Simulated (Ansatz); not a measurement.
# A basis-limit estimate, worked out

An elementary step of CH8BN, singlet (CH₆BN ([BH2][NH][CH3]) + H₂ → CH₅N ([CH3][NH2]) + BH₃ (still joined by a long B–N bond); bonds formed: B1–H7, N2–H6; bonds broken: H6–H7; bonds weakened to dative contacts: B1–N2). “Start” is the structure reached by relaxing down from the saddle towards the reactants; PBE0-D4/def2-TZVP structures. The saddle:

B1  (-0.673, 1.037, 0.100)
N2  (0.277, -0.124, 0.531)
C3  (0.380, -1.295, -0.308)
H4  (-1.318, 0.834, -0.890)
H5  (-1.166, 1.637, 1.013)
H6  (0.691, 1.122, 0.029)
H7  (0.275, 1.920, -0.352)
H8  (0.288, -0.317, 1.518)
H9  (0.624, -0.993, -1.329)
H10  (1.178, -1.955, 0.040)
H11  (-0.556, -1.866, -0.353)
(Å)

Ansatz 0.2.0; basis: def2-TZVPP and def2-QZVPP; cores frozen in the correlated methods.

Energies in eV:

| quantity | saddle | start |
| --- | --- | --- |
| Hartree–Fock, triple zeta (X = 3) | -3309.31922 | -3311.63214 |
| Hartree–Fock, quadruple zeta (X = 4) | -3309.49828 | -3311.81370 |
| MP2 correlation, X = 3 | -15.05483 | -14.47127 |
| MP2 correlation, X = 4 | -15.99488 | -15.40091 |
| CCSD(T) correlation, X = 3 | -16.67562 | -16.14647 |

(1) Work out the barrier at the basis limit: extrapolate Hartree–Fock as E(X) = E∞ + A exp(−7.88 √X) and the MP2 correlation as E(X) = E∞ + B X^−2.97 (the exponents that Neese and Valeev fitted for def2-TZVPP and QZVPP), then add CCSD(T) − MP2 in triple zeta.

No T1 diagnostic of these runs exceeds 0.013.

## Answers

(1) Each step is linear, so take the differences first (saddle − start): Hartree–Fock 2.31292 (X = 3) and 2.31542 (X = 4); MP2 correlation -0.58356 and -0.59397; CCSD(T) correlation -0.52915.
Two points give E∞ = E(4) + w [E(4) − E(3)], with w = 1/(exp(7.88 (2 − √3)) − 1) = 0.1377 for Hartree–Fock and w = 1/((4/3)^2.97 − 1) = 0.7407 for the correlation.
Hartree–Fock: 2.31542 + 0.1377 × 0.00250 = 2.3158 eV.
MP2 correlation: -0.59397 + 0.7407 × (-0.01041) = -0.6017 eV.
CCSD(T) − MP2: -0.52915 − (-0.58356) = 0.0544 eV.
Sum: 2.3158 + (-0.6017) + 0.0544 = 1.7685 eV, or 40.78 kcal/mol. Plain CCSD(T) in triple zeta gives 1.7838 eV, so the larger basis shifts the result by -0.0153 eV.

Labels in which every atom is bracketed show which atoms are joined, not bond orders.

For scale, one of the runs: CCSD(T)/def2-TZVPP, 205 basis functions, launched by `ansatz run in.yaml --threads 2 --pin off --events-out ev --progress --plain --max-ram 4352MiB`. The run took 48 s on 2 CPU threads of an Intel Xeon Platinum 8259CL (shared host), with 2.8 GiB of host memory at its peak.
